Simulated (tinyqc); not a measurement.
UHF in the sto-3g basis, for NH, spin multiplicity 3, step by step. This run ends on a higher stationary point, not on the lowest solution. One step of it, computed by the program tinyqc.

Problem. Iteration 4: building the Fock matrix. J_ij = sum D_kl (ij|kl) with D = D(alpha) + D(beta), K_ij = sum D_kl (ik|jl) for each spin; F = H + J - K(s); E = tr D H + tr D J / 2 - 0.5 sum_s tr D(s) K(s) + E_nn.

D(alpha) after iteration 3, order 1N 1s, 1N 2s, 1N 2px, 1N 2py, 1N 2pz, 2H 1s:
$$\begin{pmatrix}
1.058117 & -0.247936 & -0.004431 & 0.002972 & 0.024869 & 0.013488 \\
-0.247936 & 1.058728 & 0.018854 & -0.012647 & -0.101507 & -0.089404 \\
-0.004431 & 0.018854 & 0.975813 & 0.016225 & 0.151743 & -0.044739 \\
0.002972 & -0.012647 & 0.016225 & 0.989116 & -0.101792 & 0.030012 \\
0.024869 & -0.101507 & 0.151743 & -0.101792 & 0.066830 & 0.141244 \\
0.013488 & -0.089404 & -0.044739 & 0.030012 & 0.141244 & 0.950247
\end{pmatrix}$$

D(beta) after iteration 3, order 1N 1s, 1N 2s, 1N 2px, 1N 2py, 1N 2pz, 2H 1s:
$$\begin{pmatrix}
1.056968 & -0.242583 & 0.016417 & 0.003272 & -0.022123 & -0.011954 \\
-0.242583 & 1.033401 & -0.066759 & -0.011223 & 0.086909 & 0.041198 \\
0.016417 & -0.066759 & 0.746999 & -0.175801 & 0.378527 & 0.068225 \\
0.003272 & -0.011223 & -0.175801 & 0.042080 & -0.092250 & -0.017298 \\
-0.022123 & 0.086909 & 0.378527 & -0.092250 & 0.206003 & 0.040134 \\
-0.011954 & 0.041198 & 0.068225 & -0.017298 & 0.040134 & 0.008414
\end{pmatrix}$$

core Hamiltonian H = T + V (hartree), order 1N 1s, 1N 2s, 1N 2px, 1N 2py, 1N 2pz, 2H 1s:
$$\begin{pmatrix}
-24.469396 & -5.625807 & 0.000000 & 0.000000 & -0.004355 & -0.176115 \\
-5.625807 & -6.531550 & 0.000000 & 0.000000 & -0.055586 & -0.554742 \\
0.000000 & 0.000000 & -5.176094 & 0.000000 & 0.000000 & 0.000000 \\
0.000000 & 0.000000 & 0.000000 & -5.176094 & 0.000000 & 0.000000 \\
-0.004355 & -0.055586 & 0.000000 & 0.000000 & -5.200474 & -0.544941 \\
-0.176115 & -0.554742 & 0.000000 & 0.000000 & -0.544941 & -2.384841
\end{pmatrix}$$

Two-electron integrals (ij|kl) in chemists' order, unique and non-zero (hartree):
```
(11|11) 4.166630   (21|11) 0.640849   (21|21) 0.117461   (22|11) 0.969864
(22|21) 0.220936   (22|22) 0.708245   (31|31) 0.020960   (32|31) 0.032452
(32|32) 0.156449   (33|11) 0.967124   (33|21) 0.220977   (33|22) 0.708086
(33|33) 0.762805   (41|41) 0.020960   (42|41) 0.032452   (42|42) 0.156449
(43|43) 0.041119   (44|11) 0.967124   (44|21) 0.220977   (44|22) 0.708086
(44|33) 0.680568   (44|44) 0.762805   (51|51) 0.020960   (52|51) 0.032452
(52|52) 0.156449   (53|53) 0.041119   (54|54) 0.041119   (55|11) 0.967124
(55|21) 0.220977   (55|22) 0.708086   (55|33) 0.680568   (55|44) 0.680568
(55|55) 0.762805   (61|11) 0.020039   (61|21) 0.003648   (61|22) 0.006841
(61|33) 0.006828   (61|44) 0.006828   (61|51) 0.000188   (61|52) 0.000358
(61|55) 0.006868   (61|61) 0.000115   (62|11) 0.068315   (62|21) 0.015841
(62|22) 0.058964   (62|33) 0.057722   (62|44) 0.057722   (62|51) 0.001307
(62|52) 0.011432   (62|55) 0.061386   (62|61) 0.000507   (62|62) 0.007552
(63|31) 0.001341   (63|32) 0.008604   (63|53) 0.002153   (63|63) 0.000824
(64|41) 0.001341   (64|42) 0.008604   (64|54) 0.002153   (64|64) 0.000824
(65|11) 0.066123   (65|21) 0.015484   (65|22) 0.061165   (65|33) 0.058687
(65|44) 0.058687   (65|51) 0.002298   (65|52) 0.018401   (65|55) 0.066050
(65|61) 0.000508   (65|62) 0.009325   (65|65) 0.012141   (66|11) 0.274025
(66|21) 0.064399   (66|22) 0.273272   (66|33) 0.265700   (66|44) 0.265700
(66|51) 0.004324   (66|52) 0.054260   (66|55) 0.288296   (66|61) 0.002050
(66|62) 0.051478   (66|65) 0.071907   (66|66) 0.774606
```

nuclear repulsion = 1.91929558 hartree

Give: Coulomb J; exchange K(alpha); exchange K(beta); F(alpha); F(beta); total energy of this density.

Solution.

Coulomb J (hartree), order 1N 1s, 1N 2s, 1N 2px, 1N 2py, 1N 2pz, 2H 1s:
$$\begin{pmatrix}
13.4206 & 2.4371 & -0.0025 & -0.0013 & 0.0040 & 0.0759 \\
2.4371 & 5.7381 & -0.0138 & -0.0068 & 0.0532 & 0.4797 \\
-0.0025 & -0.0138 & 5.7823 & -0.0131 & 0.0437 & 0.0015 \\
-0.0013 & -0.0068 & -0.0131 & 5.7254 & -0.0159 & -0.0012 \\
0.0040 & 0.0532 & 0.0437 & -0.0159 & 5.6870 & 0.5042 \\
0.0759 & 0.4797 & 0.0015 & -0.0012 & 0.5042 & 2.6607
\end{pmatrix}$$

exchange K(alpha) (hartree), order 1N 1s, 1N 2s, 1N 2px, 1N 2py, 1N 2pz, 2H 1s:
$$\begin{pmatrix}
4.2580 & 0.7080 & 0.0000 & 0.0000 & 0.0001 & 0.0234 \\
0.7080 & 1.0827 & 0.0122 & -0.0082 & -0.0676 & 0.1055 \\
0.0000 & 0.0122 & 0.9594 & 0.0117 & 0.1068 & -0.0015 \\
0.0000 & -0.0082 & 0.0117 & 0.9690 & -0.0716 & 0.0010 \\
0.0001 & -0.0676 & 0.1068 & -0.0716 & 0.3305 & 0.1178 \\
0.0234 & 0.1055 & -0.0015 & 0.0010 & 0.1178 & 0.7557
\end{pmatrix}$$

exchange K(beta) (hartree), order 1N 1s, 1N 2s, 1N 2px, 1N 2py, 1N 2pz, 2H 1s:
$$\begin{pmatrix}
4.2352 & 0.6743 & -0.0001 & 0.0002 & 0.0004 & 0.0212 \\
0.6743 & 0.9100 & -0.0490 & -0.0100 & 0.0756 & 0.0896 \\
-0.0001 & -0.0490 & 0.7490 & -0.1269 & 0.2773 & 0.0369 \\
0.0002 & -0.0100 & -0.1269 & 0.2402 & -0.0676 & -0.0109 \\
0.0004 & 0.0756 & 0.2773 & -0.0676 & 0.3645 & 0.0489 \\
0.0212 & 0.0896 & 0.0369 & -0.0109 & 0.0489 & 0.0289
\end{pmatrix}$$

F(alpha) (hartree), order 1N 1s, 1N 2s, 1N 2px, 1N 2py, 1N 2pz, 2H 1s:
$$\begin{pmatrix}
-15.3067 & -3.8967 & -0.0026 & -0.0012 & -0.0004 & -0.1236 \\
-3.8967 & -1.8762 & -0.0260 & 0.0013 & 0.0652 & -0.1805 \\
-0.0026 & -0.0260 & -0.3532 & -0.0248 & -0.0631 & 0.0030 \\
-0.0012 & 0.0013 & -0.0248 & -0.4197 & 0.0557 & -0.0022 \\
-0.0004 & 0.0652 & -0.0631 & 0.0557 & 0.1561 & -0.1586 \\
-0.1236 & -0.1805 & 0.0030 & -0.0022 & -0.1586 & -0.4798
\end{pmatrix}$$

F(beta) (hartree), order 1N 1s, 1N 2s, 1N 2px, 1N 2py, 1N 2pz, 2H 1s:
$$\begin{pmatrix}
-15.2839 & -3.8630 & -0.0024 & -0.0015 & -0.0007 & -0.1215 \\
-3.8630 & -1.7035 & 0.0352 & 0.0032 & -0.0780 & -0.1646 \\
-0.0024 & 0.0352 & -0.1428 & 0.1137 & -0.2336 & -0.0354 \\
-0.0015 & 0.0032 & 0.1137 & 0.3091 & 0.0517 & 0.0097 \\
-0.0007 & -0.0780 & -0.2336 & 0.0517 & 0.1220 & -0.0896 \\
-0.1215 & -0.1646 & -0.0354 & 0.0097 & -0.0896 & 0.2469
\end{pmatrix}$$

total energy of this density = -54.028856 hartree
